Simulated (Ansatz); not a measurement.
# α-phase S

The numbers are results of r²SCAN in Ansatz (PAW), not measurements.

Numerical settings: plane-wave cutoff 500 eV, 6×6×6 k mesh, Fermi–Dirac smearing 0.05 eV, scalar-relativistic PAW data made under PBE.

Cell (relaxed at this level):

```
S
1.0
    0.00000     6.59667    12.46334
    5.39665     0.00000    12.46334
    5.39665     6.59667     0.00000
S
32
Direct
  0.74096   0.85545   0.85660
  0.04699   0.85660   0.85545
  0.85660   0.04699   0.74096
  0.85545   0.74096   0.04699
  0.95301   0.14340   0.14455
  0.14340   0.95301   0.25904
  0.14455   0.25904   0.95301
  0.25904   0.14455   0.14340
  0.80435   0.68792   0.73645
  0.27128   0.73645   0.68792
  0.73645   0.27128   0.80435
  0.68792   0.80435   0.27128
  0.72872   0.26355   0.31208
  0.26355   0.72872   0.19565
  0.31208   0.19565   0.72872
  0.19565   0.31208   0.26355
  0.61228   0.73597   0.83309
  0.31866   0.83309   0.73597
  0.83309   0.31866   0.61228
  0.73597   0.61228   0.31866
  0.68134   0.16691   0.26403
  0.16691   0.68134   0.38772
  0.26403   0.38772   0.68134
  0.38772   0.26403   0.16691
  0.24741   0.00943   0.56700
  0.00943   0.24741   0.67616
  0.56700   0.67616   0.24741
  0.67616   0.56700   0.00943
  0.99057   0.75259   0.32384
  0.43300   0.32384   0.75259
  0.32384   0.43300   0.99057
  0.75259   0.99057   0.43300
```

```
Property                        Value
--------  ---------------------------
band gap  2.47 eV (on the SCF k mesh)
```

Note: the relaxation could not lower the start's symmetry, so the cell can be a saddle point above a distorted one; the volume lies 8 % above that of the published cell.

Ansatz is an electronic-structure program.
